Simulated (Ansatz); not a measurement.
## How far each method lies from RCCSDT(Q) for GaB, triplet

Geometry: that of the GaB⁺, doublet, kept fixed.

```xyz
2

B     0.0000    0.0000    0.0000
Ga    0.0000    0.0000    2.7728
```

Basis aug-cc-pVDZ; Ansatz 0.2.0. Correlated methods freeze the noble-gas cores and the filled d shells of p-block atoms, which leaves 6 electrons in 44 orbitals. Prefix R: restricted or restricted open-shell reference. Active spaces: valence = (6e, 8o) chosen from the atoms' valence shells. No spin–orbit coupling is included, and no scalar relativity.

Full CI isn't at hand for all of this; RCCSDT(Q) serves as the reference, and is uncertain by the last step of the cluster series or more.

For open shells CISD is restricted-active-space CI with the open shells as a complete middle space.

The UHF ⟨S²⟩ is 2.044 and the T1 diagnostic (RCCSD) is 0.0594. The largest doubles amplitude (RCCSD) is 0.077.

Problem. From what is known of these methods and the diagnostics, rank them by the size of their error in total energy against RCCSDT(Q) in aug-cc-pVDZ, smallest first (an estimate: the text doesn't fix the numbers).
A. RMP2
B. MRCISD (valence space)
C. RCCSD
D. NEVPT2 (valence space)
E. RHF

Solution. B (8.1 kJ/mol), C (20.8 kJ/mol), D (44.4 kJ/mol), A (111.7 kJ/mol), E (346.4 kJ/mol).

All errors are against RCCSDT(Q) in aug-cc-pVDZ. T1 is large (0.059) while the doubles stay small, which points to orbital relaxation. Within each family the higher level lies nearer, as is usual though not guaranteed.

Natural occupations of CASSCF (valence space) about the gap: 1.942 1.890 0.979 0.962 0.071 0.061 0.054 0.042; effectively unpaired electrons, Σ n²(2−n)², 2.10.
